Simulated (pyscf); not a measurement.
B–CH₂–CH₂–Cl [singlet] → cyclic C₂H₄BCl (SMILES ClB1CC1), a rearrangement (singlet surface; C–Cl broken, B–Cl, B–C formed). Single points on ωB97X-D3(BJ)/def2-SVP structures (PySCF, gas phase). MP2 and CC: frozen core, UHF for open shells. ΔMP2 is the change of the MP2 total energy from the triple- to the quadruple-zeta basis. Energies in eV from the reactant's lowest minimum found.

Small-basis levels: PySCF, no dispersion term, spherical d functions. AM1 to PM7: differences of heats of formation from MOPAC, which are fitted to 298 K values and so differ in kind from electronic energies by zero-point and thermal terms. GFN2-xTB: tblite. Cost: rough CPU time at the saddle relative to B3LYP/6-31G*, from one job on a shared machine.

```json
[
 {"level": "HF/3-21G", "barrier": "…", "reaction energy": "-2.66", "cost": "0.06"},
 {"level": "HF/6-31G*", "barrier": "1.37", "reaction energy": "-2.87", "cost": "0.09"},
 {"level": "PBE/6-31G*", "barrier": "…", "reaction energy": "-3.39", "cost": "1"},
 {"level": "B3LYP/STO-3G", "barrier": "0.18", "reaction energy": "-4.30", "cost": "0.5"},
 {"level": "B3LYP/3-21G", "barrier": "0.34", "reaction energy": "-3.10", "cost": "0.7"},
 {"level": "M06-2X/6-31G*", "barrier": "0.64", "reaction energy": "-3.28", "cost": "3"},
 {"level": "B3LYP/6-311+G**", "barrier": "0.54", "reaction energy": "-3.14", "cost": "2"},
 {"level": "B3LYP/def2-SVP", "barrier": "0.51", "reaction energy": "-3.33", "cost": "1"},
 {"level": "GFN2-xTB", "barrier": "0.22", "reaction energy": "-3.42", "cost": "under 0.02"},
 {"level": "PM3", "barrier": "0.01", "reaction energy": "-1.87", "cost": "under 0.02"},
 {"level": "PM6", "barrier": "-0.06", "reaction energy": "-2.36", "cost": "under 0.02"},
 {"level": "PM7", "barrier": "-0.38", "reaction energy": "-3.41", "cost": "under 0.02"},
 {"level": "CCSD(T)/def2-TZVPP + ΔMP2(QZVPP)", "barrier": "…", "reaction energy": "-2.95", "cost": "–"}
]
```

What belongs in the gaps?


- HF/3-21G, barrier: 1.17
- PBE/6-31G*, barrier: 0.12
- CCSD(T)/def2-TZVPP + ΔMP2(QZVPP), barrier: 0.68

Against the last row the barrier runs from -1.05 (PM7) to +0.69 eV (HF/6-31G*). At PM6, PM7 this geometry lies under one side, so the entry may be no barrier of that level: it is a single point on another level's saddle. CCSD(T)/def2-TZVPP + ΔMP2(QZVPP) has limits of its own. B–CH₂–CH₂–Cl [singlet] lies 3.64 eV over its isomer H₂C=CH–BH–Cl (electronic energy, ωB97M-D3(BJ)/def2-TZVP). cyclic C₂H₄BCl (SMILES ClB1CC1) lies 0.56 eV over its isomer H₂C=CH–BH–Cl (electronic energy, ωB97M-D3(BJ)/def2-TZVP). One saddle was located; it need not be the lowest between these sides. The CCSD(T) − MP2 part came from Ansatz, without density fitting, on the same reference. The largest closed-shell T1 diagnostic is 0.031, which may signal static correlation.
